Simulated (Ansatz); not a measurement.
C4H7ClO can be A, `C=COCCCl`, or B, `C/C(Cl)=C/CO`.

Program: Ansatz. Geometries: PBE0-D4/def2-TZVP. ΔE: electronic, gas phase. CBS: MP2 limit from def2 TZ/QZ plus the TZ coupled-cluster correction, frozen cores. Functionals use def2-TZVPP. B3LYP here is the variant with VWN-RPA as its local correlation; programs differ in this. Each species was taken in one conformer, which may not be the lowest.

**Question.** Which is lower in electronic energy at CCSD(T)/CBS, and by how much? (Best estimate.)

**Answer.** The calculation gave: B, by 8.2 kcal/mol.

**Question.** Give E(B) − E(A) in kcal/mol with B3LYP-D4, r2SCAN-D4, PBE-D4, CCSD(T)/def2-TZVPP, B2PLYP, MP2/def2-TZVPP, ωB97M-V. (Best estimate.)

**Answer.** Computed: B3LYP-D4 -7.3, r2SCAN-D4 -7.8, PBE-D4 -8.7, CCSD(T)/def2-TZVPP -7.7, B2PLYP -7.2, MP2/def2-TZVPP -9.5, ωB97M-V -7.3. None reverses the order clearly.

Largest T1 diagnostic: 0.011.

In def2-TZVPP, CCSD(T) changes the Hartree–Fock value by −3.6 kcal/mol (the triples alone add −0.4 kcal/mol) and MP2 by −5.4 kcal/mol.
